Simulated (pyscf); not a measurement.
**Substitution at C: `[CH3][SnH3]` + `[CH3]` [doublet] → `[CH3][CH3]` + `[SnH3]` [doublet]**

Gas phase, doublet surface, charge 0. Bonds broken: C1–Sn2. Bonds formed: C1–C9. Structures and frequencies: ωB97X-D3(BJ)/def2-SVP in PySCF.

Transition state (Å):

```xyz
12

C     -0.9644     0.2628     0.1683
Sn     1.1236     0.0957     1.4299
H     -0.5663    -0.3383    -0.6486
H     -0.8984     1.3494     0.1245
H     -1.5321    -0.2145     0.9664
H      1.0065     0.9216     2.9347
H      1.5185    -1.5457     1.7613
H      2.4344     0.7844     0.5538
C     -2.7473     0.4053    -0.9088
H     -3.0823    -0.6319    -1.0269
H     -3.4039     1.0145    -0.2766
H     -2.4631     0.8898    -1.8503
```

One imaginary mode, 1054i cm⁻¹; descent along it reached the two sides named.

```tsv
bond	change	reactant side (Å)	saddle	product side
C1–Sn2	breaks	2.143	2.445	4.1
C1–C9	forms	3.6	2.088	1.527
```

Electronic energies relative to the separated reactants (eV):

| level | barrier | reaction energy | reverse barrier |
|---|---|---|---|
| ωB97X-D3(BJ)/def2-TZVP | 1.19 | -0.97 | 2.16 |
| PBE/def2-TZVP | 0.74 | -1.16 | 1.90 |
| r²SCAN/def2-TZVP | 0.95 | -1.00 | 1.95 |
| B3LYP-D3(BJ)/def2-TZVP | 0.93 | -1.07 | 2.01 |
| PBE0-D3(BJ)/def2-TZVP | 0.96 | -1.11 | 2.07 |
| M06-2X/def2-TZVP | 1.04 | -1.24 | 2.29 |
| ωB97M-D3(BJ)/def2-TZVP | 1.13 | -1.14 | 2.27 |
| HF/def2-TZVP | 1.85 | -0.86 | 2.71 |

With ωB97M-D3(BJ)/def2-TZVP energies and thermal terms (ideal gas, 1 atm, RRHO with modes under 100 cm⁻¹ raised to 100, one conformer, R ln 2 for chiral ones without a mode under 150 cm⁻¹), in eV:

```
T (K)   ΔH‡   ΔG‡     ΔH     ΔG
-----  ----  ----  -----  -----
298    1.20  1.59  -0.99  -0.96
600    1.20  1.98  -1.05  -0.90
900    1.22  2.37  -1.08  -0.81
1200   1.25  2.75  -1.10  -0.72
```

The same reactants have a lower exit, to H₃C–SnH₂• + CH₄ (barrier +0.14 eV at ωB97M-D3(BJ), against +1.13 eV here). One saddle was located; it need not be the lowest between these sides. The angle at the attacked C is 180°. Elements past Kr carry the def2 core potentials, without spin-orbit coupling.
